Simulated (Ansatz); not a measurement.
Which is lower?

The two ends of one reaction step of Si2NH7, singlet (PBE0-D4/def2-TZVP).

A:

Si1  (-1.279, -0.720, 0.036)
Si2  (0.978, -0.986, 0.736)
H3  (-1.577, 1.502, -1.198)
N4  (-0.753, 0.932, -1.033)
H5  (-1.535, 0.194, 1.231)
H6  (1.083, -1.615, 2.084)
H7  (1.824, -1.809, -0.183)
H8  (1.694, 0.339, 0.819)
H9  (-0.057, 1.499, -0.555)
H10  (-0.378, 0.664, -1.937)
(Å)

B:

```json
{"atom": "Si1", "x (Å)": "-0.9011", "y (Å)": "0.1251", "z (Å)": "-0.0080"}
{"atom": "Si2", "x (Å)": "1.0118", "y (Å)": "-1.0178", "z (Å)": "0.7442"}
{"atom": "H3", "x (Å)": "-1.7975", "y (Å)": "-0.8548", "z (Å)": "-0.6808"}
{"atom": "N4", "x (Å)": "-0.6107", "y (Å)": "1.4156", "z (Å)": "-1.1189"}
{"atom": "H5", "x (Å)": "-1.5997", "y (Å)": "0.6972", "z (Å)": "1.1757"}
{"atom": "H6", "x (Å)": "0.6629", "y (Å)": "-2.1106", "z (Å)": "1.6956"}
{"atom": "H7", "x (Å)": "1.7467", "y (Å)": "-1.6201", "z (Å)": "-0.4045"}
{"atom": "H8", "x (Å)": "1.9428", "y (Å)": "-0.0810", "z (Å)": "1.4353"}
{"atom": "H9", "x (Å)": "-0.1564", "y (Å)": "2.2519", "z (Å)": "-0.7869"}
{"atom": "H10", "x (Å)": "-0.2987", "y (Å)": "1.1947", "z (Å)": "-2.0516"}
```

Ansatz 0.2.0; basis: def2-TZVPP; cores frozen in the correlated methods. B3LYP uses VWN-RPA correlation.

(1) Which structure is lower at CCSD(T), and by how much? (An estimate is asked for; the value comes from the calculation.)

T1 diagnostic: at most 0.013.

Answers

(1) The calculation gives: B, by 31.71 kcal/mol (electronic energy, against the other). By their contacts, A is Si₂NH₇ ([NH3][SiH][SiH3]) and B is Si₂NH₇ ([NH2][SiH2][SiH3]).

All methods give the same order:

| method | E(B) − E(A) (kcal/mol) |
| --- | --- |
| SPW92 | -27.49 |
| PBE-D4 | -28.10 |
| BLYP-D4 | -29.79 |
| r2SCAN-D4 | -32.87 |
| B97M-V | -30.08 |
| PBE0-D4 | -30.43 |
| B3LYP-D4 | -31.82 |
| r2SCAN0-D4 | -33.49 |
| BHLYP-D4 | -34.55 |
| CAM-B3LYP-D4 | -33.90 |
| wB97X-V | -34.06 |
| wB97M-V | -30.51 |
| B2PLYP | -33.40 |
| PBE-QIDH | -33.27 |
| RPA on PBE | -30.69 |
| HF | -38.61 |
| MP2 | -34.03 |
| CCSD | -32.67 |
| CCSD(T) | -31.71 |

Labels in which every atom is bracketed show which atoms are joined, not bond orders.

For scale, one of the runs: CCSD(T)/def2-TZVPP, 213 basis functions, launched by `ansatz run in.yaml --threads 2 --pin off --events-out ev --progress --plain --max-ram 4352MiB`. Time: 59 s of wall clock on 2 CPU threads of an Arm Neoverse V1; the host was shared. Peak host memory: 2.8 GiB.
